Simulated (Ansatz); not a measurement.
# FH3OSi: molecular dynamics

Purpose: to follow the molecule's vibrations and see whether its bonds hold. The start is relaxed first. Runs: 500 steps of 0.5 fs at constant energy, with velocities drawn for 2000 K. SMILES of the start: O[SiH2]F.

All numbers below are computed with Ansatz 0.2.0 (RKS B3LYP-D4/def2-SVP).

**1. The system as given**

Bond lengths: Si1–F2 1.590 Å, Si1–O3 1.680 Å, O3–H4 1.010 Å, Si1–H5 1.459 Å, Si1–H6 1.459 Å. Angles: F2–Si1–O3 109.4°, F2–Si1–H5 109.5°, F2–Si1–H6 109.5°, O3–Si1–H5 109.5°, O3–Si1–H6 109.5°, H5–Si1–H6 109.5°, Si1–O3–H4 109.5°.

Structure file:

```xyz
6

Si    0.0000    0.0000    0.0000
F     0.0000    0.0000    1.5900
O     1.5842    0.0000   -0.5594
H     1.9006   -0.9521   -0.6761
H    -0.6877    1.1914   -0.4862
H    -0.6877   -1.1914   -0.4862
```

**2. Preparing the start**

Contents of input.yaml:

```yaml
crystal:
  periodic: [false, false, false]
  atoms:
    - { symbol: Si, position_ang: [0.0, 0.0, 0.0] }
    - { symbol: F, position_ang: [0.0, 0.0, 1.59] }
    - { symbol: O, position_ang: [1.5842, 0.0, -0.5594] }
    - { symbol: H, position_ang: [1.9006, -0.9521, -0.6761] }
    - { symbol: H, position_ang: [-0.6877, 1.1914, -0.4862] }
    - { symbol: H, position_ang: [-0.6877, -1.1914, -0.4862] }
basis:
  gaussian: { orbitals: def2-SVP }
hamiltonian:
  xc: b3lyp
  dispersion: d4
relax:
  f_tol: 0.02
  max_steps: 40
```

Run with:

```sh
ansatz run input.yaml --threads 1 --pin off --max-ram 2048MiB --backend cpu --events-out ev --progress --plain --runs-dir out
```

Log (excerpt; [...] marks lines left out):

```text
Warning: RAYON_NUM_THREADS=1 ignored (pool sized by the plan → 1); use --threads N
[...]
Functional definition: B3LYP
[...]
607 factors; integrals over basis functions are off by at most 4.4e-4 eV
[...]
mean field -12687.11944520 eV, -466.2430399726 hartree, gradient 4.4e-5 eV, S^2 0.000000; 0 other end points of the search recorded, 0 dependent functions left out
[...]
reference -12687.11963717 eV, -466.2430470274 hartree; 17, 17 occupied and 44, 44 virtual orbitals, 607 factors
relax step   1: F+E_penalty+E_count = -12687.24048689 eV  Δ(F+E_penalty+E_count) = +0.000e0 eV  max|allowed force component| = 1.942e0 eV/Å  Δτ_max = 0.0000 Å  (22 SCF iters, accepted)
[...]
relax step   5: F+E_penalty+E_count = -12687.37257953 eV  Δ(F+E_penalty+E_count) = -4.723e-3 eV  max|allowed force component| = 5.109e-2 eV/Å  Δτ_max = 0.0176 Å  (23 SCF iters, accepted)
[...]
relax step   6: F+E_penalty+E_count = -12687.37272145 eV  Δ(F+E_penalty+E_count) = -1.419e-4 eV  max|allowed force component| = 1.850e-2 eV/Å  Δτ_max = 0.0046 Å  (21 SCF iters, accepted)
607 factors; integrals over basis functions are off by at most 4.6e-4 eV
mean field -12687.25164850 eV, -466.2478983545 hartree, gradient 2.7e-5 eV, S^2 0.000000; 1 other end points of the search recorded, 0 dependent functions left out
[...]
reference -12687.25183924 eV, -466.2479053640 hartree; 17, 17 occupied and 44, 44 virtual orbitals, 607 factors
Total energy: -12687.37291219 eV, -466.2523547128 hartree
Atom 0 at    -0.022046    -0.025198    -0.043389 Å, force     0.015075    -0.018501     0.005910 eV/Å
Atom 1 at     0.022331    -0.052167     1.581894 Å, force    -0.003472     0.005968    -0.005288 eV/Å
Atom 2 at     1.509258    -0.049389    -0.661953 Å, force    -0.007850     0.006117    -0.003397 eV/Å
Atom 3 at     2.034452    -0.852724    -0.566305 Å, force    -0.006196     0.002702     0.003031 eV/Å
Atom 4 at    -0.629952     1.250247    -0.478084 Å, force     0.003860    -0.001439     0.002025 eV/Å
Atom 5 at    -0.804643    -1.222869    -0.450063 Å, force    -0.001417     0.005153    -0.002281 eV/Å
Dipole moment:     0.065753    -0.269792    -0.201161 e Å
```

Run time: 12 s. Hardware: 1 thread of Arm Neoverse V1, shared host; peak memory 0.13 GiB.

Relaxation path:

```
step  energy from step 1 (eV)  largest force component (eV/Å)
   1                   0.0000                          1.9417
   2                  -0.0895                          0.8214
   3                  -0.1171                          0.3605
   4                  -0.1274                          0.4746
   5                  -0.1321                          0.0511
   6                  -0.1322                          0.0185
```

Step 1 is the start.

After: Bond lengths: Si1–F2 1.626 Å, Si1–O3 1.652 Å, O3–H4 0.965 Å, Si1–H5 1.478 Å, Si1–H6 1.487 Å. Angles: F2–Si1–O3 110.4°, F2–Si1–H5 108.6°, F2–Si1–H6 105.9°, O3–Si1–H5 106.5°, O3–Si1–H6 111.9°, H5–Si1–H6 113.5°, Si1–O3–H4 118.7°.

**3. Dynamics**

500 steps of 0.5 fs at constant energy, with velocities drawn for 2000 K, from the relaxed start.

Contents of input.yaml:

```yaml
crystal:
  periodic: [false, false, false]
  atoms:
    - { symbol: Si, position_ang: [-0.022046, -0.025198, -0.043389] }
    - { symbol: F, position_ang: [0.022331, -0.052167, 1.581894] }
    - { symbol: O, position_ang: [1.509258, -0.049389, -0.661953] }
    - { symbol: H, position_ang: [2.034452, -0.852724, -0.566305] }
    - { symbol: H, position_ang: [-0.629952, 1.250247, -0.478084] }
    - { symbol: H, position_ang: [-0.804643, -1.222869, -0.450063] }
basis:
  gaussian: { orbitals: def2-SVP }
hamiltonian:
  xc: b3lyp
  dispersion: d4
md:
  timestep: 0.5
  n_steps: 500
  ensemble: nve
  temperature: 2000.0
  initial_velocities: maxwell_boltzmann
  seed: 553053
```

Run with:

```sh
ansatz run input.yaml --threads 1 --pin off --max-ram 2048MiB --backend cpu --events-out ev --progress --plain --runs-dir out
```

Log (excerpt; [...] marks lines left out):

```text
Warning: RAYON_NUM_THREADS=1 ignored (pool sized by the plan → 1); use --threads N
[...]
[... 1 set-up line as earlier in the session ...]
[...]
611 factors; integrals over basis functions are off by at most 4.7e-4 eV
[...]
mean field -12687.25164892 eV, -466.2478983699 hartree, gradient 3.8e-5 eV, S^2 0.000000; 0 other end points of the search recorded, 0 dependent functions left out
[...]
reference -12687.25184052 eV, -466.2479054108 hartree; 17, 17 occupied and 44, 44 virtual orbitals, 611 factors
md step     0: t =     0.00 fs  T =  2000.0 K  F+E_penalty+E_count = -12687.37272188 eV  E_kin = 1.034080 eV  conserved = -12686.33864189 eV  (21 SCF iters)
[...]
md step    18: t =     9.00 fs  T =   986.3 K  F+E_penalty+E_count = -12686.84731725 eV  E_kin = 0.509940 eV  conserved = -12686.33737730 eV  (23 SCF iters, 3 dispersion substeps)
[...]
md step    36: t =    18.00 fs  T =  1159.0 K  F+E_penalty+E_count = -12686.93467382 eV  E_kin = 0.599248 eV  conserved = -12686.33542549 eV  (24 SCF iters, 3 dispersion substeps)
[...]
md step    54: t =    27.00 fs  T =   419.3 K  F+E_penalty+E_count = -12686.55141160 eV  E_kin = 0.216785 eV  conserved = -12686.33462667 eV  (24 SCF iters, 3 dispersion substeps)
[...]
md step    70: t =    35.00 fs  T =   703.6 K  F+E_penalty+E_count = -12686.69839174 eV  E_kin = 0.363783 eV  conserved = -12686.33460843 eV  (24 SCF iters, 3 dispersion substeps)
md step    71: t =    35.50 fs  T =   677.0 K  F+E_penalty+E_count = -12686.68459785 eV  E_kin = 0.350058 eV  conserved = -12686.33453991 eV  (25 SCF iters, 3 dispersion substeps)
```

**4. More of the same log: dynamics from the start**

The log, continued (excerpt; [...] marks lines left out):

```text
md step    72: t =    36.00 fs  T =   681.1 K  F+E_penalty+E_count = -12686.68667684 eV  E_kin = 0.352166 eV  conserved = -12686.33451041 eV  (25 SCF iters, 3 dispersion substeps)
[...]
md step    94: t =    47.00 fs  T =  1562.7 K  F+E_penalty+E_count = -12687.14650563 eV  E_kin = 0.808001 eV  conserved = -12686.33850466 eV  (23 SCF iters, 3 dispersion substeps)
[...]
md step   116: t =    58.00 fs  T =  1028.4 K  F+E_penalty+E_count = -12686.86946871 eV  E_kin = 0.531744 eV  conserved = -12686.33772426 eV  (23 SCF iters, 3 dispersion substeps)
[...]
md step   138: t =    69.00 fs  T =   765.4 K  F+E_penalty+E_count = -12686.73064753 eV  E_kin = 0.395758 eV  conserved = -12686.33488908 eV  (25 SCF iters, 3 dispersion substeps)
[...]
md step   160: t =    80.00 fs  T =   915.0 K  F+E_penalty+E_count = -12686.80905140 eV  E_kin = 0.473087 eV  conserved = -12686.33596475 eV  (24 SCF iters, 3 dispersion substeps)
md step   161: t =    80.50 fs  T =   837.9 K  F+E_penalty+E_count = -12686.76867732 eV  E_kin = 0.433226 eV  conserved = -12686.33545088 eV  (23 SCF iters, 3 dispersion substeps)
```

**5. The output, continued: dynamics from the start**

Output, continued (excerpt; [...] marks lines left out):

```text
md step   162: t =    81.00 fs  T =   765.2 K  F+E_penalty+E_count = -12686.73078847 eV  E_kin = 0.395637 eV  conserved = -12686.33515139 eV  (23 SCF iters, 3 dispersion substeps)
[...]
md step   181: t =    90.50 fs  T =   954.5 K  F+E_penalty+E_count = -12686.82875836 eV  E_kin = 0.493533 eV  conserved = -12686.33522500 eV  (23 SCF iters, 3 dispersion substeps)
[...]
md step   200: t =   100.00 fs  T =   750.4 K  F+E_penalty+E_count = -12686.72247031 eV  E_kin = 0.387991 eV  conserved = -12686.33447955 eV  (25 SCF iters, 3 dispersion substeps)
[...]
md step   219: t =   109.50 fs  T =  1222.8 K  F+E_penalty+E_count = -12686.96993695 eV  E_kin = 0.632223 eV  conserved = -12686.33771359 eV  (23 SCF iters, 3 dispersion substeps)
[...]
md step   499: t =   249.50 fs  T =   744.0 K  F+E_penalty+E_count = -12686.72061626 eV  E_kin = 0.384692 eV  conserved = -12686.33592458 eV  (22 SCF iters, 3 dispersion substeps)
[...]
md step   500: t =   250.00 fs  T =   986.7 K  F+E_penalty+E_count = -12686.84809479 eV  E_kin = 0.510157 eV  conserved = -12686.33793771 eV  (23 SCF iters, 3 dispersion substeps)
Total energy: -12686.84828486 eV, -466.2330750141 hartree
Atom 0 at     0.036295    -0.052410    -0.041206 Å, force    -1.788213     2.762437     2.365764 eV/Å
Atom 1 at    -0.037441    -0.036989     1.579549 Å, force     0.752096    -0.111258     0.656678 eV/Å
Atom 2 at     1.483958    -0.027891    -0.667594 Å, force     2.478087    -0.816278    -1.271127 eV/Å
Atom 3 at     1.933766    -0.849838    -0.921996 Å, force    -0.013682     0.358499     0.155587 eV/Å
Atom 4 at    -0.595975     1.245866    -0.293813 Å, force    -0.030863     0.314600    -0.636041 eV/Å
Atom 5 at    -0.835311    -1.090480    -0.205730 Å, force    -1.397426    -2.508000    -1.270860 eV/Å
Dipole moment:     0.205136    -0.391000    -0.442107 e Å
```

Run time: 12 min. Hardware: 1 thread of Arm Neoverse V1, shared host; peak memory 0.1 GiB.

**6. Frames and traces**

One step in 20; energies are changes from step 0:

```
time (fs)  T (K)  potential energy change (meV/atom)  total energy change (meV/atom)
      0.0   2000                                 0.0                            0.00
     10.0    956                                90.0                            0.11
     20.0    656                               116.5                            0.74
     30.0   1026                                83.9                            0.04
     40.0   1355                                55.8                            0.20
     50.0    962                                90.1                            0.66
     60.0    483                               131.7                            1.04
     70.0    968                                89.5                            0.58
     80.0    915                                93.9                            0.45
     90.0   1191                                70.0                            0.26
    100.0    750                               108.4                            0.69
    110.0   1230                                66.6                            0.18
    120.0   1534                                40.2                            0.05
    130.0    266                               150.2                            0.78
    140.0   1257                                64.2                            0.20
    150.0   1205                                68.8                            0.26
    160.0    833                               101.2                            0.69
    170.0   1136                                74.9                            0.52
    180.0    825                               101.8                            0.50
    190.0    899                                95.4                            0.58
    200.0    771                               106.8                            0.97
    210.0    735                               109.6                            0.66
    220.0   1547                                39.2                            0.16
    230.0   1130                                74.9                           -0.07
    240.0    643                               117.6                            0.72
    250.0    987                                87.4                            0.12
```

time (fs), T (K) and a bar:
```
      0.0       2000 ##############################
     11.0        719 #######
     21.5        656 ######
     32.5       1170 ###############
     43.5        487 ###
     54.5       1151 ###############
     65.0        934 ###########
     76.0        401 #
     87.0       1423 ####################
     98.0        671 ######
    108.5       1061 #############
    119.5       1570 ######################
    130.5        323 
    141.5       1238 ################
    152.0       1171 ###############
    163.0        742 #######
    174.0       1124 ##############
    185.0        869 ##########
    195.5        849 #########
    206.5       1009 ############
    217.5       1030 #############
    228.5       1266 #################
    239.0        730 #######
    250.0        987 ############
```

Maxima of the velocity power spectrum (cm⁻¹, relative height; resolution about 270 cm⁻¹): 300 (27), 970 (100), 2130 (95).

**7. Frames from the trajectory**

Positions (Å) and forces (eV/Å):

```xyz
6
time_fs=31.0 T=1306 dE=0.3588
Si   -0.007   -0.008   -0.005    1.794   -0.455   -1.604
F    -0.044   -0.071    1.625    0.311    0.479   -0.373
O     1.534   -0.081   -0.766   -1.736    0.490    0.885
H     2.379   -0.513   -0.629   -0.178   -0.333    0.416
H    -0.501    1.220   -0.701   -0.132    0.024    0.716
H    -0.844   -1.164   -0.381   -0.060   -0.206   -0.042
6
time_fs=62.5 T=1320 dE=0.3517
Si   -0.096   -0.016   -0.037    3.062    0.613   -2.226
F     0.084   -0.060    1.557   -0.592    0.075    0.613
O     1.570   -0.052   -0.632   -1.950   -0.491    0.786
H     1.975   -0.932   -0.457   -0.347    0.815   -0.164
H    -0.745    1.243   -0.621    0.365   -0.617    0.710
H    -0.707   -1.223   -0.591   -0.539   -0.394    0.281
6
time_fs=94.0 T=1050 dE=0.4919
Si   -0.083   -0.049   -0.011    3.347    2.308   -4.348
F     0.065   -0.037    1.528   -0.333   -0.475    3.068
O     1.558   -0.040   -0.627   -2.123    0.402    0.689
H     2.035   -0.848   -0.811   -0.018   -0.443    0.036
H    -0.545    1.349   -0.450   -0.105   -0.913    0.384
H    -0.765   -1.122   -0.680   -0.768   -0.878    0.172
6
time_fs=125.0 T=1173 dE=0.4282
Si    0.015   -0.010    0.033    1.594    0.252   -4.459
F    -0.054   -0.063    1.583    0.236    0.533    2.849
O     1.508   -0.058   -0.782   -0.491    0.387    1.020
H     2.050   -0.857   -0.758   -0.141   -0.027    0.135
H    -0.508    1.236   -0.640   -0.217   -0.354    0.773
H    -0.539   -1.285   -0.323   -0.982   -0.792   -0.318
6
time_fs=156.0 T=1746 dE=0.1314
Si   -0.034   -0.033   -0.046    1.771    0.949    0.572
F     0.021   -0.045    1.620   -0.208   -0.054   -1.329
O     1.513   -0.049   -0.692   -0.045   -0.310    0.433
H     2.120   -0.802   -0.570   -0.496    0.368    0.001
H    -0.519    1.286   -0.547   -0.277   -0.298    0.302
H    -0.708   -1.213   -0.527   -0.744   -0.656    0.021
6
time_fs=187.5 T=1406 dE=0.3079
Si   -0.092   -0.034   -0.104    1.951   -0.081    2.321
F     0.132   -0.049    1.591   -1.048   -0.431   -1.911
O     1.509   -0.044   -0.569   -0.862    0.579   -0.674
H     2.004   -0.816   -0.319    0.449   -0.589    0.165
H    -0.667    1.251   -0.400   -0.377    0.655   -0.324
H    -0.841   -1.163   -0.711   -0.114   -0.132    0.423
6
time_fs=219.0 T=1584 dE=0.2144
Si    0.006    0.000   -0.055   -0.593   -1.543    2.203
F    -0.017   -0.081    1.628    0.537    0.582   -1.434
O     1.501   -0.069   -0.729    0.479    0.147    0.401
H     2.137   -0.622   -0.249   -0.035    0.058   -0.266
H    -0.686    1.179   -0.484   -0.254    0.862   -0.356
H    -0.749   -1.253   -0.258   -0.134   -0.105   -0.548
6
time_fs=250.0 T=987 dE=0.5246
Si    0.036   -0.052   -0.041   -1.788    2.762    2.366
F    -0.037   -0.037    1.579    0.752   -0.111    0.657
O     1.484   -0.028   -0.668    2.478   -0.816   -1.271
H     1.934   -0.850   -0.922   -0.014    0.358    0.156
H    -0.596    1.246   -0.294   -0.031    0.315   -0.636
H    -0.835   -1.091   -0.206   -1.397   -2.508   -1.271
```

**8. What came out**

| quantity | value |
| --- | --- |
| relaxation of the start | 5 moves, 0.132 eV lower |
| length | 500 steps of 0.5 fs |
| temperature, first and last step | 2000 and 987 K |
| temperature, second half | mean 971 K, from 195 to 1766 K |
| potential energy, second half | +89 meV/atom from the start |
| largest change of the total energy | 1.17 meV/atom |
| bonds formed or broken | 0 |

**Reading.** The temperature starts at 2000 K and averages 971 K in the second half, where it ranges from 195 to 1766 K. About half is expected from a start at a minimum: kinetic energy passes into potential energy until both shares match. The total energy strays from its start by at most 1.17 meV/atom, 1.4 % of the mean kinetic energy, so a step of 0.5 fs is short enough over this time. The bonding pattern survives the run. Averages from a run of 250 fs with 6 atoms are rough. The nuclei move classically, without zero-point motion, which matters most for hydrogen.
